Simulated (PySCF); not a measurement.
Molecule: `CC(C)(C)F`, C₄H₉F.

Bonds (- single, = double, # triple, : aromatic): C1-C2 1.518 Å, C2-C3 1.518 Å, C2-C4 1.518 Å, C2-F5 1.397 Å. C1 carries H6, H7, H8; C3 carries H9, H10, H11; C4 carries H12, H13, H14.

Geometry PBE0-D3(BJ)/def2-SVP throughout; GIAO in PySCF 2.14, gas phase, one conformer, non-relativistic; equivalent atoms averaged; functional PBE0.

Q: How do the absolute shieldings σ depend on the basis set? (ppm; last column core-seconds on shared hosts with different chips, so compare them loosely)

A: 
| basis set | functions | C2 | C1/C3/C4 | F5 | H6/H7/H8/H9/H10/H11/H12/H13/H14 | core-s |
| --- | --- | --- | --- | --- | --- | --- |
| STO-3G | 34 | 170.1 | 211.3 | 421.0 | 31.72 | 2.7 |
| 6-31G | 63 | 113.5 | 169.7 | 357.4 | 31.13 | 4.9 |
| pcSseg-0 | 63 | 102.4 | 159.8 | 362.9 | 31.26 | 8.8 |
| 6-31G* | 88 | 109.7 | 165.6 | 364.3 | 30.67 | 6.6 |
| def2-SVP | 115 | 107.8 | 164.9 | 366.5 | 30.15 | 8.7 |
| cc-pVDZ | 115 | 107.7 | 167.1 | 358.7 | 30.08 | 16 |
| pcSseg-1 | 130 | 94.5 | 154.6 | 343.2 | 29.99 | 16 |
| 6-311+G(2d,p) | 189 | 96.2 | 157.8 | 338.2 | 30.28 | 19 |
| aug-cc-pVDZ | 196 | 106.0 | 167.0 | 348.7 | 30.07 | 36 |
| def2-TZVP | 209 | 94.3 | 157.3 | 338.0 | 30.25 | 23 |
| IGLO-III | 265 | 90.0 | 153.7 | 336.8 | 30.13 | 53 |
| cc-pVTZ | 276 | 96.4 | 158.0 | 339.1 | 30.05 | 62 |
| pcSseg-2 | 306 | 89.6 | 153.7 | 336.0 | 29.99 | 84 |

Q: Which nucleus moves most, in ppm?

A: F5 (fluorine on an sp3 carbon): from 336.0 ppm with pcSseg-2 to 421.0 ppm with STO-3G. The smallest spread is 1.74 ppm, at H6/H7/H8/H9/H10/H11/H12/H13/H14. Proton shifts span only some 12 ppm, so a few tenths of a ppm matter as much there as several ppm in carbon.

Q: Taking the largest basis, pcSseg-2 (306 functions), as the yardstick, rank the others by their worst heavy-atom deviation.

A: IGLO-III 0.8 ppm (265 functions), def2-TZVP 4.7 ppm (209 functions), 6-311+G(2d,p) 6.7 ppm (189 functions), cc-pVTZ 6.8 ppm (276 functions), pcSseg-1 7.2 ppm (130 functions), aug-cc-pVDZ 16.5 ppm (196 functions), cc-pVDZ 22.7 ppm (115 functions), 6-31G 23.9 ppm (63 functions), pcSseg-0 27.0 ppm (63 functions), 6-31G* 28.3 ppm (88 functions), def2-SVP 30.5 ppm (115 functions), STO-3G 85.0 ppm (34 functions).

A small basis that lands close on one nucleus may do so by chance; judge by the trend and by all nuclei.
